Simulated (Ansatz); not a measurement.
# [H···H···CH₂], triplet: reading a ladder of total energies

All five atoms lie in one plane.

Geometry: a point of a hydrogen-transfer path between rigid fragments, not a stationary point.

```json
{"atom": "H", "x (Å)": "-1.9779", "y (Å)": "0.0000", "z (Å)": "0.0000"}
{"atom": "H", "x (Å)": "-0.9399", "y (Å)": "0.0000", "z (Å)": "0.0000"}
{"atom": "C", "x (Å)": "0.1501", "y (Å)": "0.0000", "z (Å)": "0.0000"}
{"atom": "H", "x (Å)": "0.5646", "y (Å)": "0.0000", "z (Å)": "0.9962"}
{"atom": "H", "x (Å)": "0.5646", "y (Å)": "0.0000", "z (Å)": "-0.9962"}
```

Basis cc-pVDZ; Ansatz 0.2.0. Only valence electrons are correlated (noble-gas cores frozen), which leaves 8 electrons in 33 orbitals. Prefix R: restricted or restricted open-shell reference; prefix U: unrestricted.

Full CI is exact within this basis and frozen core; it isn't the basis-set limit. The frozen core follows each run's orbitals, which can shift R against U totals by a few meV.

Runs differ by some tens of microhartree through their thresholds and, for an open shell, their frozen cores, so steps under 0.1 kcal/mol mean nothing.

| level | total energy (hartree) |
| --- | --- |
| UHF | -40.027773 |
| UMP2 | -40.160821 |
| UCCSD | -40.185919 |
| UCCSD(T) | -40.188894 |
| UCCSDT | -40.189375 |
| UCCSDT(Q) | -40.189508 |
| UCCSDTQ | -40.189517 |
| full CI | -40.189497 |

Question: What is the correlation energy at full CI, and what share of it do UMP2 and UCCSD recover?

Answer: E(corr) = -40.189497 − (-40.027773) = -0.161724 hartree = -4.401 eV. UMP2: -0.133048 / -0.161724 = 82.27 %. UCCSD: -0.158146 / -0.161724 = 97.79 %.

Question: By how many kcal/mol does UCCSD(T) miss full CI (1 hartree = 627.509 kcal/mol), and which steps make up the rest?

Answer: -40.188894 − (-40.189497) = 0.000603 hartree = 0.38 kcal/mol. Steps: UCCSDT − UCCSD(T) = -0.30, UCCSDT(Q) − UCCSDT = -0.08, UCCSDTQ − UCCSDT(Q) = -0.01, full CI − UCCSDTQ = 0.01 kcal/mol. That is within 1 kcal/mol of the reference in this basis, which itself misses far more of the correlation at the basis-set limit.
